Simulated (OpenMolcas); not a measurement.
**doublet S2O+: a chain of runs**

Aim: a single-point energy (UHF/STO-3G), then a single-point energy (CASSCF(3,3)/STO-3G), then the energy (CASPT2(3,3)/STO-3G), then a single-point energy (SC-NEVPT2(3,3)/STO-3G), then the energy (MRCI(3,3)/STO-3G) of doublet S2O+. 

The results are computed with OpenMolcas 26.06.

2 further runs of the same task are left out: 1 for a known fault of the program, 1 set aside as unsound or not needed.

## (1) The molecule

The species is S2O+ (3 atoms), meant as a doublet with charge +1. SMILES of the parent species: `O=S=S`. Geometry: relaxed at PBE0-D4/def2-TZVP. That shape belongs to the parent species and isn't relaxed for this state.

Bond lengths: O1–S2 1.453 Å, S2–S3 1.880 Å. Angles: O1–S2–S3 117.8°.

## (2) A single-point energy at UHF/STO-3G (run 1)

step1.inp reads:

```
* OS2 Hartree-Fock
>>> EXPORT MOLCAS_PRINT=2
&GATEWAY
BasLib=$CurrDir
Coord
3
bohr
O      0.85345701     2.27526805     0.93195623
S      0.99989189    -0.38835762     0.28145581
S     -1.85333000    -1.88691043    -1.21341204
Basis=STO-3G
Group=NoSym
&SEWARD
&SCF
UHF
Charge=1
Spin=2
Scramble=0.25
PrOrbitals=1 1
```

The basis set STO-3G is read from a file made from the Basis Set Exchange's data (not shown).

Launch:

```sh
$ export MOLCAS_MEM=1860
$ pymolcas step1.inp > step1.log
```

The program printed:

```text
--- Start Module: gateway ---
[...]
--- Stop Module: gateway /rc=_RC_ALL_IS_WELL_ ---
--- Start Module: seward ---
[...]
      Basis functions           23
--- Stop Module: seward /rc=_RC_ALL_IS_WELL_ ---
--- Start Module: scf ---
[...]
       Convergence after  94 Iterations
[...]
::    Total SCF energy                               -859.8418715539
[...]
      Total spin, S                                     0.7929150294
[...]
      Total electronic charge=   39.000000
      Total            charge=    1.000000
[...]
      Dipole Moment (debye):
      Origin of the operator (angstrom)=   -0.0903   -0.2406   -0.0986
                   X= -3.7144E-01               Y= -8.8482E-01               Z= -3.5353E-01           Total=  1.0227E+00
      Center of Charge (angstrom)
[...]
--- Stop Module: scf /rc=_RC_ALL_IS_WELL_ ---
[...]
```

It took 3.9 s on 1 thread of Arm Neoverse V1, shared host; peak memory 0.37 GiB.

## (3) A single-point energy at CASSCF(3,3)/STO-3G (run 2)

step2.inp reads:

```
* OS2 CASSCF
>>> EXPORT MOLCAS_PRINT=2
&GATEWAY
BasLib
$CurrDir
Coord
3
bohr
O      0.85345701     2.27526805     0.93195623
S      0.99989189    -0.38835762     0.28145581
S     -1.85333000    -1.88691043    -1.21341204
Basis
STO-3G
Group
NoSym
&SEWARD
&RASSCF
FileOrb
$CurrDir/step1.UnaOrb
Spin
2
Nactel
3 0 0
Inactive
18
Ras2
3
OrbListing
Nothing
OrbAppear
Compact
```

The basis set STO-3G is read from a file made from the Basis Set Exchange's data (not shown).

Launch:

```sh
$ export MOLCAS_MEM=1860
$ pymolcas step2.inp > step2.log
```

The program printed:

```text
--- Start Module: gateway ---
[...]
--- Stop Module: gateway /rc=_RC_ALL_IS_WELL_ ---
--- Start Module: seward ---
[...]
      Basis functions           23
--- Stop Module: seward /rc=_RC_ALL_IS_WELL_ ---
--- Start Module: rasscf ---
[...]
      Number of active orbitals                  3
[...]
      Spin quantum number                      0.5
[...]
      Active orbitals                            3
[...]
      Number of CSFs                             8
[...]
      Number of root(s) required                 1
[...]
      Convergence after 22 iterations
[...]
      printout of CI-coefficients larger than  0.05 for root  1
      energy=    -859.878765
      conf/sym  111     Coeff  Weight
             1  2u0  -0.93436 0.87304
             4  udu  -0.07266 0.00528
             8  0u2  -0.34630 0.11993
      Natural orbitals and occupation numbers for root  1
      sym 1:   1.753110   1.000000   0.246890
      ************************************************************************************************************************
      *                                                    Final results                                                     *
[...]
::    RASSCF root number  1 Total energy:   -859.87876514
[...]
      Total electronic charge=   39.000000
      Total            charge=    1.000000
[...]
      Dipole Moment (debye):
      Origin of the operator (angstrom)=   -0.0903   -0.2406   -0.0986
                   X= -2.0619E-01               Y= -8.3211E-01               Z= -2.9994E-01           Total=  9.0824E-01
      Center of Charge (angstrom)
[...]
--- Stop Module: rasscf /rc=_RC_ALL_IS_WELL_ ---
[...]
```

Wall time 2.1 s (1 thread of Arm Neoverse V1, shared host); peak memory 0.37 GiB.

## (4) The energy at CASPT2(3,3)/STO-3G (run 3)

step3.inp reads:

```
>>> EXPORT MOLCAS_PRINT=2

&gateway
  baslib=$CurrDir
  coord
  3
  bohr
  O      0.85345701     2.27526805     0.93195623
  S      0.99989189    -0.38835762     0.28145581
  S     -1.85333000    -1.88691043    -1.21341204
  basis=STO-3G
  group=NoSym

&seward

&rasscf
  fileorb=$CurrDir/step2.RasOrb
  spin=2
  nactel=3 0 0
  inactive=18
  ras2=3
  orblisting=Nothing
  orbappear=Compact

&caspt2
  imaginary=0.1
  frozen=11
```

The basis set STO-3G is read from a file made from the Basis Set Exchange's data (not shown).

Launch:

```sh
$ export MOLCAS_MEM=1860
$ pymolcas step3.inp > step3.log
```

The program printed:

```text
--- Start Module: gateway ---
[...]
--- Stop Module: gateway /rc=_RC_ALL_IS_WELL_ ---
[...]
      Basis functions           23
[...]
--- Start Module: rasscf ---
[...]
      Number of active orbitals                  3
[...]
      Spin quantum number                      0.5
[...]
      Active orbitals                            3
[...]
      Number of CSFs                             8
[...]
      Number of root(s) required                 1
[...]
      Convergence after  4 iterations
[...]
      printout of CI-coefficients larger than  0.05 for root  1
      energy=    -859.878765
      conf/sym  111     Coeff  Weight
             1  2u0  -0.93437 0.87304
             4  udu  -0.07264 0.00528
             8  0u2  -0.34630 0.11992
      Natural orbitals and occupation numbers for root  1
      sym 1:   1.753123   1.000000   0.246877
      ************************************************************************************************************************
      *                                                    Final results                                                     *
[...]
::    RASSCF root number  1 Total energy:   -859.87876515
[...]
      Total electronic charge=   39.000000
      Total            charge=    1.000000
[...]
      Dipole Moment (debye):
      Origin of the operator (angstrom)=   -0.0903   -0.2406   -0.0986
                   X= -2.0609E-01               Y= -8.3207E-01               Z= -2.9994E-01           Total=  9.0817E-01
      Center of Charge (angstrom)
[...]
--- Stop Module: rasscf /rc=_RC_ALL_IS_WELL_ ---
--- Start Module: caspt2 ---
[...]
      E2 (Variational):          -0.0785311065
      Total energy:            -859.9572962542
[...]
      Reference weight:           0.95200
[...]
::    CASPT2 Root  1     Total energy:   -859.95729625
[...]
--- Stop Module: caspt2 /rc=_RC_ALL_IS_WELL_ ---
[...]
```

Run time: 1.9 s. Hardware: 1 thread of Arm Neoverse V1, shared host; peak memory 0.37 GiB.

## (5) The energy at SC-NEVPT2(3,3)/STO-3G (run 4)

step4.input reads:

```
* OS2 NEVPT2

&GATEWAY
 BasLib=$CurrDir
 Coord
 3
 bohr
 O      0.85345701     2.27526805     0.93195623
 S      0.99989189    -0.38835762     0.28145581
 S     -1.85333000    -1.88691043    -1.21341204
 Basis=STO-3G
 Group=NoSym

&SEWARD

&RASSCF
 FileOrb=$CurrDir/step2.RasOrb
 Spin=2
 Nactel=3 0 0
 Inactive=18
 Ras2=3
 OrbListing=Nothing
 OrbAppear=Compact

&CASPT2
 SC-NEVPT2
 Frozen=11
```

The basis set STO-3G is read from a file made from the Basis Set Exchange's data (not shown).

Launch:

```sh
$ export MOLCAS_MEM=1860
$ pymolcas step4.input > step4.log
```

The program printed:

```text
--- Start Module: gateway ---
[...]
--- Stop Module: gateway /rc=_RC_ALL_IS_WELL_ ---
[...]
      Basis functions           23
[...]
--- Start Module: rasscf ---
[...]
      Number of active orbitals                  3
[...]
      Spin quantum number                      0.5
[...]
      Active orbitals                            3
[...]
      Number of CSFs                             8
[...]
      Number of root(s) required                 1
[...]
      Convergence after  4 iterations
[...]
      printout of CI-coefficients larger than  0.05 for root  1
      energy=    -859.878765
      conf/sym  111     Coeff  Weight
             1  2u0  -0.93437 0.87304
             4  udu  -0.07264 0.00528
             8  0u2  -0.34630 0.11992
      Natural orbitals and occupation numbers for root  1
      sym 1:   1.753123   1.000000   0.246877
      ************************************************************************************************************************
      *                                                    Final results                                                     *
[...]
::    RASSCF root number  1 Total energy:   -859.87876515
[...]
      Total electronic charge=   39.000000
      Total            charge=    1.000000
[...]
      Dipole Moment (debye):
      Origin of the operator (angstrom)=   -0.0903   -0.2406   -0.0986
                   X= -2.0609E-01               Y= -8.3207E-01               Z= -2.9994E-01           Total=  9.0817E-01
      Center of Charge (angstrom)
[...]
--- Stop Module: rasscf /rc=_RC_ALL_IS_WELL_ ---
--- Start Module: caspt2 ---
[...]
      E2 (Variational):          -0.0753875260
[...]
      E2 (Variational):          -0.0752188851
      Total energy:            -859.9539840329
[...]
      Reference weight:           0.95684
[...]
::    SC-NEVPT2 Root  1     Total energy:   -859.95398403
[...]
```

Run time: 1.9 s. Hardware: 1 thread of Arm Neoverse V1, shared host; peak memory 0.37 GiB.

## (6) The energy at MRCI(3,3)/STO-3G (run 5)

step5.inp reads:

```
>>> EXPORT MOLCAS_PRINT=2

&GATEWAY
 BASLIB=$CurrDir
 COORD
 3
 bohr
 O      0.85345701     2.27526805     0.93195623
 S      0.99989189    -0.38835762     0.28145581
 S     -1.85333000    -1.88691043    -1.21341204
 BASIS=STO-3G
 GROUP=NoSym

&SEWARD

&RASSCF
 FILEORB=$CurrDir/step2.RasOrb
 SPIN=2
 NACTEL=3 0 0
 INACTIVE=18
 RAS2=3
 ORBLISTING=Nothing
 ORBAPPEAR=Compact

&MOTRA
 LUMORB
 FROZEN=11

&GUGA
 ELECTRONS=17
 SPIN=2
 INACTIVE=7
 ACTIVE=3
 CIALL=1

&MRCI
 SDCI
```

The basis set STO-3G is read from a file made from the Basis Set Exchange's data (not shown).

Launch:

```sh
$ export MOLCAS_MEM=1860
$ pymolcas step5.inp > step5.log
```

The program printed:

```text
--- Start Module: gateway ---
[...]
--- Stop Module: gateway /rc=_RC_ALL_IS_WELL_ ---
[...]
      Basis functions           23
[...]
      Number of active orbitals                  3
[...]
      Spin quantum number                      0.5
[...]
      Active orbitals                            3
[...]
      Number of CSFs                             8
[...]
      Number of root(s) required                 1
[...]
      Convergence after  4 iterations
[...]
      printout of CI-coefficients larger than  0.05 for root  1
      energy=    -859.878765
      conf/sym  111     Coeff  Weight
             1  2u0  -0.93437 0.87304
             4  udu  -0.07264 0.00528
             8  0u2  -0.34630 0.11992
      Natural orbitals and occupation numbers for root  1
      sym 1:   1.753123   1.000000   0.246877
      ************************************************************************************************************************
      *                                                    Final results                                                     *
[...]
::    RASSCF root number  1 Total energy:   -859.87876515
[...]
      Dipole Moment (debye):
      Origin of the operator (angstrom)=   -0.0903   -0.2406   -0.0986
                   X= -2.0609E-01               Y= -8.3207E-01               Z= -2.9994E-01           Total=  9.0817E-01
      Center of Charge (angstrom)
[...]
--- Start Module: guga ---
[...]
       (But an ACPF correction will be computed)
       USE THE DEFAULT ACPF G-VALUE GFAC=  0.11764705882352941
[...]
                      CI ENERGY:  -859.97908816
[...]
                ACPF CORRECTION:    -0.01143918
[...]
      Total electronic charge=   39.000000
      Total            charge=    1.000000
[...]
     ACPF CORRECTION:     -0.01143918
[...]
  CI State   1     Total energy:   -859.97908816     QDav:     -0.01316454     QACPF:     -0.01143918
[...]
```

Run time: 2.6 s. Hardware: 1 thread of Arm Neoverse V1, shared host; peak memory 0.37 GiB.

## (7) Results

| quantity | value |
| --- | --- |
| run 1, UHF/STO-3G: total energy | -859.84187 Eh |
| run 1, UHF/STO-3G: HOMO energy (highest over α and β) | -16.33 eV |
| run 1, UHF/STO-3G: LUMO energy (lowest over α and β) | -5.40 eV |
| run 1, UHF/STO-3G: ⟨S²⟩ | 1.422 |
| run 2, CASSCF(3,3)/STO-3G: total energy | -859.87877 Eh |
| run 3, CASPT2(3,3)/STO-3G: total energy | -859.95730 Eh |
| run 4, SC-NEVPT2(3,3)/STO-3G: total energy | -859.95398 Eh |
| run 5, MRCI(3,3)/STO-3G: total energy | -859.97909 Eh |

**Reading.** ⟨S²⟩ (run 1, UHF/STO-3G) is 1.42 where a pure doublet has 0.75: the reference is spin-contaminated. The run (run 1, UHF/STO-3G) may have ended on a state above the lowest. Mulliken charges (run 1, UHF/STO-3G) run from -0.12 on O1 to +0.69 on S2; they depend strongly on the basis. Mulliken charges (run 4, SC-NEVPT2(3,3)/STO-3G) of the CASSCF density run from -0.12 on O1 to +0.71 on S2; they depend strongly on the basis. Mulliken charges (run 5, MRCI(3,3)/STO-3G) of the CASSCF density run from -0.12 on O1 to +0.71 on S2; they depend strongly on the basis.
